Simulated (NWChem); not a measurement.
System: phenol (C6H6O); SMILES Oc1ccccc1

NWChem printed, in part:

```
             Northwest Computational Chemistry Package (NWChem) 7.3.0
             --------------------------------------------------------

 CS  symmetry detected

                             Geometry "geometry" -> ""
                             -------------------------

 Output coordinates in angstroms (scale by  1.889725989 to convert to a.u.)

  No.       Tag          Charge          X              Y              Z
 ---- ---------------- ---------- -------------- -------------- --------------
    1 O                    8.0000    -0.06449287    -2.29665732     0.00000000
    2 C                    6.0000    -0.00884031    -0.94766507     0.00000000
    3 C                    6.0000    -1.21846850    -0.24380025     0.00000000
    4 C                    6.0000    -1.20998835     1.14696146     0.00000000
    5 C                    6.0000    -0.00644543     1.85493857     0.00000000
    6 C                    6.0000     1.19553732     1.15042680     0.00000000
    7 C                    6.0000     1.19987915    -0.24351705     0.00000000
    8 H                    1.0000     0.83082877    -2.65110018     0.00000000
    9 H                    1.0000    -2.15235907    -0.80947400     0.00000000
   10 H                    1.0000    -2.16051016     1.68667445     0.00000000
   11 H                    1.0000    -0.00692711     2.94687456     0.00000000
   12 H                    1.0000     2.14717172     1.68800612     0.00000000
   13 H                    1.0000     2.14769557    -0.79178906     0.00000000

 Effective nuclear repulsion energy (a.u.)     271.2858153646

      Symmetry information
      --------------------

 Group name             Cs
 Group number              2
 Group order               2
 No. of unique centers    13

                                Z-matrix (autoz)
                                --------

 Units are Angstrom for bonds and degrees for angles

[...]

      ----------------------
      Optimization converged
      ----------------------

  Step       Energy      Delta E   Gmax     Grms     Xrms     Xmax
  ---- ---------------- -------- -------- -------- -------- --------
@    3    -304.58610924 -1.1D-06  0.00020  0.00003  0.00052  0.00158
                                     ok       ok       ok       ok

                                Z-matrix (autoz)
                                --------

 Units are Angstrom for bonds and degrees for angles

[...]

 Rotational Constants
 --------------------
 A=   0.188701 cm-1  (  0.271493 K)
 B=   0.087845 cm-1  (  0.126386 K)
 C=   0.059941 cm-1  (  0.086240 K)

 Temperature                      =   298.15K
 frequency scaling parameter      =   1.0000

 Zero-Point correction to Energy  =   64.222 kcal/mol  (  0.102344 au)
 Thermal correction to Energy     =   67.710 kcal/mol  (  0.107903 au)
 Thermal correction to Enthalpy   =   68.302 kcal/mol  (  0.108847 au)

 Total Entropy                    =   74.650 cal/mol-K
   - Translational                =   39.517 cal/mol-K (mol. weight =  94.0419)
   - Rotational                   =   26.875 cal/mol-K (symmetry #  =        1)
   - Vibrational                  =    8.258 cal/mol-K

 Cv (constant volume heat capacity) =   22.293 cal/mol-K
   - Translational                  =    2.979 cal/mol-K
   - Rotational                     =    2.979 cal/mol-K
   - Vibrational                    =   16.334 cal/mol-K

[normal modes left out]

 ----------------------------------------------------------------------------
 Normal Eigenvalue ||           Projected Infra Red Intensities
  Mode   [cm**-1]  || [atomic units] [(debye/angs)**2] [(KM/mol)] [arbitrary]
 ------ ---------- || -------------- ----------------- ---------- -----------
    1       -0.000 ||    0.000087           0.002         0.085       0.042
    2       -0.000 ||    0.000029           0.001         0.029       0.014
    3        0.000 ||    0.000494           0.011         0.482       0.237
    4        0.000 ||    0.000225           0.005         0.219       0.108
    5        0.000 ||    0.000406           0.009         0.395       0.194
    6        0.000 ||    0.000000           0.000         0.000       0.000
    7      225.641 ||    0.001156           0.027         1.127       0.554
    8      396.209 ||    0.012465           0.288        12.152       5.968
    9      412.815 ||    0.030221           0.697        29.460      14.469
   10      420.732 ||    0.082103           1.894        80.038      39.310
   11      512.329 ||    0.006784           0.157         6.613       3.248
   12      521.196 ||    0.000417           0.010         0.407       0.200
   13      610.328 ||    0.000528           0.012         0.515       0.253
   14      686.221 ||    0.030377           0.701        29.613      14.544
   15      750.482 ||    0.040249           0.929        39.237      19.271
   16      791.680 ||    0.000025           0.001         0.024       0.012
   17      828.690 ||    0.011683           0.270        11.389       5.594
   18      868.385 ||    0.007841           0.181         7.644       3.754
   19      938.943 ||    0.000078           0.002         0.076       0.037
   20      965.548 ||    0.000148           0.003         0.144       0.071
   21      977.672 ||    0.000097           0.002         0.095       0.047
   22     1025.056 ||    0.004910           0.113         4.787       2.351
   23     1053.900 ||    0.016133           0.372        15.727       7.724
   24     1113.935 ||    0.002773           0.064         2.703       1.328
   25     1123.277 ||    0.005747           0.133         5.602       2.752
   26     1140.371 ||    0.144683           3.338       141.044      69.273
   27     1281.265 ||    0.036412           0.840        35.496      17.433
   28     1315.212 ||    0.044837           1.034        43.709      21.467
   29     1436.483 ||    0.019289           0.445        18.804       9.235
   30     1465.920 ||    0.013179           0.304        12.847       6.310
   31     1513.444 ||    0.097005           2.238        94.565      46.445
   32     1639.001 ||    0.021804           0.503        21.255      10.439
   33     1664.749 ||    0.086818           2.003        84.634      41.567
   34     3077.319 ||    0.010638           0.245        10.370       5.093
   35     3106.406 ||    0.000522           0.012         0.509       0.250
   36     3113.436 ||    0.005913           0.136         5.765       2.831
   37     3126.662 ||    0.003752           0.087         3.658       1.797
   38     3132.289 ||    0.001760           0.041         1.716       0.843
   39     3709.850 ||    0.072969           1.683        71.134      34.937
 ----------------------------------------------------------------------------
```

Level: LDA (Slater exchange, VWN5)/def2-SVP. 

Question: Write an input that gives this output.

Answer: This is not unique; one that fits is the input that was run:
```
start job
memory heap 200 mb stack 900 mb global 1100 mb
geometry units angstroms
  O     -0.073821    -2.297541     0.000000
  C     -0.012710    -0.948785     0.000000
  C     -1.219480    -0.240031     0.000000
  C     -1.205372     1.150685     0.000000
  C      0.001026     1.853786     0.000000
  C      1.200148     1.144416     0.000000
  C      1.198849    -0.249534     0.000000
  H      0.820059    -2.655604     0.000000
  H     -2.155652    -0.801921     0.000000
  H     -2.153702     1.694240     0.000000
  H      0.004963     2.945715     0.000000
  H      2.153950     1.678140     0.000000
  H      2.144439    -0.801637     0.000000
end
basis spherical
  * library def2-svp
end
dft
  xc slater vwn_5
  iterations 150
end
driver
  maxiter 120
end
task dft optimize
task dft freq
```
